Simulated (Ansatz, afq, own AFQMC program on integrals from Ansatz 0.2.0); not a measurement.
AFQMC on a folder of integrals that Ansatz 0.2.0 wrote.

```yaml
crystal:
  periodic: [false, false, false]
  atoms:
    - {symbol: O, position_ang: [0.000000, 0.000000, 0.000000]}
    - {symbol: C, position_ang: [0.000000, 0.000000, 1.195530]}
basis:
  gaussian: {orbitals: 6-31G}
magnetization: {spin_polarized: false, initial_magnetization: 2}
correlation: {method: ccsd_t, electrons: outside_noble_gas, hamiltonian_folder: ham}
```

```sh
$ ansatz run in.yaml --threads 1 --pin off --events-out ev --progress --plain --max-ram 16896MiB --backend cuda --devices 0, --max-vram 18GiB
```

Options of the walk:

```
--method phaseless --trial cisd --walkers 4000 --populations 20 --least-time 60 --time-step 0.005 --steps-per-block 50 --equilibration-blocks 28 --max-blocks 4000 --target-error 0.00019 --factor-cut 1e-05 --start spin_pure --seed 7655 --release-times 0.24,0.51,0.99,1.62,2.4 --release-step 0.03 --release-every 3 --taylor-order 6
```

Times are imaginary, in 1/Eh. The walk had a cap of 122 s. With eight or more populations the least sampling time is a fifth of least-time, and the error comes from their spread.

Log:

```
orbitals 16  electrons 6 4  factors 92 of 203
reference energy -112.48369102 Eh
CCSD correlation -0.19327509 Eh in 15 cycles, weight of the determinant in the CISD state 0.8982
energy of the start -112.676973 Eh
 block  time / (1/Eh)  mean weight  energy / Eh
     1     0.250  0.9998  -112.675965
     2     0.500  1.0002  -112.678817
     3     0.750  0.9999  -112.680615
     4     1.000  1.0002  -112.681915
     5     1.250  1.0000  -112.683896
     7     1.750  1.0000  -112.682740
     9     2.250  0.9996  -112.684923
    13     3.250  0.9997  -112.685206
    19     4.750  0.9997  -112.684175
    22     5.500  1.0002  -112.692073
    25     6.250  1.0002  -112.683866
    31     7.750  0.9999  -112.684679
    37     9.250  1.0001  -112.684340
    43    10.750  1.0000  -112.683518
    49    12.250  1.0000  -112.684492
    55    13.750  1.0001  -112.686031
    61    15.250  1.0000  -112.683818
    67    16.750  1.0002  -112.682255
    73    18.250  1.0002  -112.683574
    79    19.750  0.9999  -112.683246
    85    21.250  1.0000  -112.683186
    91    22.750  0.9998  -112.683044
    97    24.250  1.0001  -112.683176
   103    25.750  1.0002  -112.680827
   109    27.250  1.0000  -112.683604
   115    28.750  1.0000  -112.683493
   121    30.250  1.0004  -112.683063
   127    31.750  1.0003  -112.683101
   133    33.250  1.0004  -112.682506
   136    34.000  1.0000  -112.683313
error from the spread of 20 populations
released: time / (1/Eh)  energy / Eh  error  mean overlap
  0.24  -112.684098  0.000195  0.9999
  0.51  -112.684357  0.000124  0.9999
  0.99  -112.684616  0.000119  1.0016
  1.62  -112.685238  0.000154  0.9979
  2.40  -112.684842  0.000166  0.9995
energy -112.683571 +/- 0.000173 Eh
(rows thinned)
```

The run passed its tests (sampling time, drift between the halves within three errors, error under three times the target), which doesn't prove that it has relaxed. The second half of the sampling lies above the first by 2.5 errors of their difference, so the energy may still be moving and its error bar be too small.

Against this walk (error 4.7 meV) on the same determinant: CCSD(T) 0.7 meV higher (within the noise), full CI 46.1 meV lower. The error is statistical and leaves out the bias of the constraint. Released to 2.40 1/Eh the energy lies 35 ± 7 meV (both errors) below the phaseless value, which shows part or all of the bias of the constraint, and full CI lies 11.5 meV below the released value. Full CI is exact here, so the walk's 46 meV above it is the walk's own error: the bias of the constraint with this trial, or a walk that hasn't relaxed.

Cautions: constraint bias not in the error; lower spins were not checked; a spin-contaminated unrestricted determinant lies lower (UHF 402 meV lower, ⟨S²⟩ 2.28).

The walk took 55 s on 1 × NVIDIA H100 80GB HBM3 with 2 threads of AMD EPYC 7R13 Processor (Zen 3), with other jobs on the host (the card was shared). The log's last line is the phaseless energy.
